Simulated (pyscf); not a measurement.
Single points on ωB97X-D3(BJ)/def2-SVP structures (PySCF, gas phase).

Problem. For the elementary gas-phase step HS–Si(Cl)(Cl)–Cl + HCl → H₂S + Cl–Si(Cl)(Cl)–Cl (singlet surface; S–Si, Cl–H broken, H–S, Cl–Si formed), what barrier and reaction energy does ωB97M-D3(BJ)/def2-TZVP give, measured from the separated reactants?

Solution. ΔE‡ = 32.4 kcal/mol, ΔE = -8.3 kcal/mol. Zero-point energy shifts the barrier by 0.0 kcal/mol. It is a four-centre exchange, with an imaginary mode of 741i cm⁻¹. This is the saddle that the search found; another between the same sides may lie lower.
